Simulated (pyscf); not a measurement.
Thermochemistry of product channels of AsH₂• + InH₃ on the doublet surface, in kcal/mol, from ωB97M-D3(BJ)/def2-TZVP energies (ideal gas, 1 atm, RRHO with modes under 100 cm⁻¹ raised to 100, one conformer, R ln 2 for chiral ones without a mode under 150 cm⁻¹). Single points on ωB97X-D3(BJ)/def2-SVP structures (PySCF, gas phase).

```csv
products,ΔE,ΔH(298 K),ΔG(900 K),ΔG(1200 K)
[H₂As–InH]• + H₂,-17.1,-15.9,-16.4,-17.1
•HAs–InH₂ + H₂,-11.3,-10.9,-11.3,-12.2
```

These are energies of the channels, which say nothing of barriers. Elements up to Kr have no core potential and no relativistic terms here. Elements past Kr carry the def2 core potentials, without spin-orbit coupling.
